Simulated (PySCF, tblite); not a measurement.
Breaking a bond: N2, singlet.

Levels: UKS-PBE0 = unrestricted PBE0/cc-pVDZ in PySCF; GFN2-xTB, 300 K electronic temperature (tblite); UMP2 = MP2 on UHF/cc-pVDZ, 2 core orbitals frozen run with PySCF.

Energies are in kJ/mol, each relative to the lowest point of its own curve near equilibrium.

| R / Å | UKS-PBE0 | GFN2-xTB | UMP2 |
|---|---|---|---|
| 0.81 | 1389.6 | 1365.3 | 1490.2 |
| 0.88 | 662.5 | 634.7 | 738.9 |
| 0.92 | 400.0 | 377.1 | 463.4 |
| 0.98 | 153.3 | 140.1 | 197.8 |
| 1.01 | 80.4 | 71.7 | 115.2 |
| 1.06 | 14.2 | 11.4 | 32.3 |
| 1.09 | 0.5 | 0.0 | 8.0 |
| 1.11 | 0.0 | 0.5 | 0.0 |
| 1.17 | 30.3 | 31.4 | 74.2 |
| 1.20 | 59.1 | 59.3 | 153.0 |
| 1.26 | 135.1 | 131.1 | 287.1 |
| 1.34 | 259.1 | 246.4 | 429.3 |
| 1.48 | 476.4 | 462.2 | 612.1 |
| 1.65 | 656.3 | 702.9 | 774.4 |
| 1.82 | 771.6 | 898.6 | 864.1 |
| 1.97 | 832.9 | 1033.9 | 888.3 |
| 2.19 | 876.6 | 1181.1 | 892.5 |
| 2.41 | 894.8 | 1280.6 | 889.7 |
| 2.67 | 904.5 | 1353.6 | 887.6 |
| 2.96 | 909.7 | 1396.7 | 886.9 |
| 3.30 | 912.7 | 1419.7 | 887.0 |
| 3.84 | 914.9 | 1427.9 | 887.8 |
| 4.33 | 915.5 | 1428.4 | 888.1 |

At the longest distance, 4.33 Å, GFN2-xTB lies highest above its minimum (1428.4 kJ/mol) and UMP2 lowest (888.1 kJ/mol).

The unrestricted solution behind UKS-PBE0 changes between 1.48 and 1.65 Å and between 1.65 and 1.82 Å, which can leave a kink. The unrestricted determinant behind UKS-PBE0 is spin-contaminated at 1.48 to 4.33 Å (<S²> up to 3.0, against 0.00 for a pure singlet). The unrestricted solution behind UMP2 changes between 1.34 and 1.48 Å and between 1.48 and 1.65 Å and between 1.65 and 1.82 Å, which can leave a kink. The unrestricted determinant behind UMP2 is spin-contaminated at 1.17 to 4.33 Å (<S²> up to 3.0, against 0.00 for a pure singlet).
